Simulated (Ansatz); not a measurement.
Mulliken charges of C₂H₃F₃S, SMILES `FC(F)(F)CS` from ωB97M-V/def2-TZVPP in Ansatz (PBE0-D4/def2-TZVP geometry).

| atom | x (Å) | y (Å) | z (Å) | charge (e) |
| --- | --- | --- | --- | --- |
| F1 | 0.195 | -1.832 | 0.562 | -0.163 |
| C2 | 0.579 | -0.854 | -0.262 | 0.461 |
| F3 | 1.848 | -0.556 | 0.032 | -0.162 |
| F4 | 0.561 | -1.347 | -1.508 | -0.168 |
| C5 | -0.324 | 0.351 | -0.178 | -0.241 |
| S6 | -0.327 | 1.039 | 1.499 | -0.116 |
| H7 | -1.324 | 0.026 | -0.467 | 0.139 |
| H8 | 0.045 | 1.082 | -0.897 | 0.139 |
| H9 | -1.164 | 2.044 | 1.202 | 0.112 |

**Question.** By hand: the dipole of these point charges (1 e Å = 4.8032 D).

**Answer.** Σ q r = (-0.351, 0.399, -0.150) e Å, of length 0.552 e Å = 2.65 D.

**Question.** How does the dipole of the full density compare? (Estimate.)

**Answer.** Computed: (-0.351, 0.383, -0.193) e Å, 2.66 D; the point charges give 1.00 times that, at 5° from its direction.

Point charges leave out the atoms' own dipoles, such as those of lone pairs, and Mulliken's split depends on the basis, so the close match here is no proof of good charges.
